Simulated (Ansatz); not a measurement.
# C4H7N: the cost of one run

Method: the levels named in each step, in Ansatz 0.2.0.

## 1. The system as given

Bond lengths: C1–C2 1.196 Å, C2–C3 1.450 Å, C3–N4 1.455 Å, N4–C5 1.445 Å, C1–H6 1.049 Å, C3–H7 1.097 Å, C3–H8 1.109 Å, N4–H9 1.016 Å, C5–H10 1.102 Å, C5–H11 1.088 Å, C5–H12 1.091 Å. Angles (14 of 17 angles, heavy atoms first): C1–C2–C3 178.0°, C2–C3–N4 110.8°, C3–N4–C5 112.7°, C2–C1–H6 178.8°, C2–C3–H7 109.2°, C2–C3–H8 108.5°, N4–C3–H7 107.8°, N4–C3–H8 112.7°, C3–N4–H9 109.5°, C5–N4–H9 110.3°, N4–C5–H10 113.7°, N4–C5–H11 108.9°, N4–C5–H12 108.7°, H7–C3–H8 107.8°.

As a file:

```xyz
12

C     2.4291   -0.6195   -0.0675
C     1.3767   -0.0699    0.0803
C     0.0923    0.5910    0.2094
N    -0.9938   -0.3249   -0.1050
C    -2.2912    0.3104   -0.0590
H     3.3566   -1.0973   -0.1757
H    -0.0396    0.9239    1.2464
H     0.0939    1.4910   -0.4381
H    -0.8354   -0.7369   -1.0202
H    -2.3850    1.1761   -0.7349
H    -3.0517   -0.4224   -0.3221
H    -2.4769    0.6528    0.9601
```

## 2. A rough first relaxation, PBE-D4/def2-SVP

This run stands in another session on the same molecule. It ended at:

```xyz
12

C     2.4823   -0.6220   -0.0665
C     1.3968   -0.0785    0.0757
C     0.0907    0.5688    0.1990
N    -1.0116   -0.3389   -0.0997
C    -2.3068    0.3142   -0.0599
H     3.4455   -1.1010   -0.1731
H    -0.0339    0.9381    1.2442
H     0.0954    1.4992   -0.4372
H    -0.8525   -0.7688   -1.0185
H    -2.4059    1.2135   -0.7259
H    -3.1008   -0.4068   -0.3398
H    -2.5242    0.6565    0.9752
```

## 3. Relaxation, r2SCAN-D4/def2-TZVPP

Input file input.yaml:

```yaml
crystal:
  periodic: [false, false, false]
  atoms:
    - { symbol: C, position_ang: [2.4822945, -0.62197793, -0.06653764] }
    - { symbol: C, position_ang: [1.39682914, -0.07847918, 0.07573499] }
    - { symbol: C, position_ang: [0.09071801, 0.56878839, 0.19899097] }
    - { symbol: "N", position_ang: [-1.01163514, -0.3388897, -0.09972088] }
    - { symbol: C, position_ang: [-2.30680657, 0.31420312, -0.05987321] }
    - { symbol: H, position_ang: [3.44548238, -1.10095515, -0.17308492] }
    - { symbol: H, position_ang: [-0.03393332, 0.93810797, 1.24421963] }
    - { symbol: H, position_ang: [0.09536706, 1.49917937, -0.43722427] }
    - { symbol: H, position_ang: [-0.85245069, -0.76882455, -1.01847727] }
    - { symbol: H, position_ang: [-2.40594279, 1.21354051, -0.72585925] }
    - { symbol: H, position_ang: [-3.1008109, -0.40676434, -0.33976002] }
    - { symbol: H, position_ang: [-2.52420166, 0.65650149, 0.97520187] }
basis:
  gaussian: { orbitals: def2-TZVPP }
hamiltonian:
  xc: r2scan
  dispersion: d4
relax:
  f_tol: 0.002
  max_steps: 150
```

The run is started by

```
$ ansatz run input.yaml --threads 4 --pin off --max-ram 10240MiB --backend cpu --events-out ev --progress --plain --runs-dir out
```

Q: Estimate wall time and peak memory on 4 threads of Intel Xeon at 2.50GHz (Skylake/Cascade Lake), shared host.

About 65 s, with a peak of 0.34 GiB.
